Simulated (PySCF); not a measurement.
Vibration and rotation of SiN⁻

RHF-CCSD(T) constants of SiN⁻, ¹Σ⁺ (singlet), closed shell (PySCF, no relativity, basis sets Si def2-TZVPPD, N def2-TZVPPD; masses 27.9769 and 14.0031 u):

```
ωe   : 1126.8 cm⁻¹
ωexe : 5.69 cm⁻¹
Be   : 0.7027 cm⁻¹
αe   : 0.00504 cm⁻¹
```

**Question.** What force constant and bond length do these constants imply?

**Answer.** Reduced mass μred = 9.3321 u; k = 5.8918×10⁻⁷·μred·ωe² (u, cm⁻¹, mdyn/Å) = 6.98 mdyn/Å; Re = √(16.8576/(μred·Be)) (u, cm⁻¹, Å) = 1.603 Å.

**Question.** Estimate the centrifugal constant D from the Kratzer relation and find the Dunham coefficient a1.

**Answer.** D = 4Be³/ωe² = 1.09e-06 cm⁻¹; a1 = −1 − αeωe/(6Be²) = -2.92.

Correlated steps freeze 6 core orbitals. The CCSD T1 diagnostic is raised, a sign that a single reference may not be enough here.
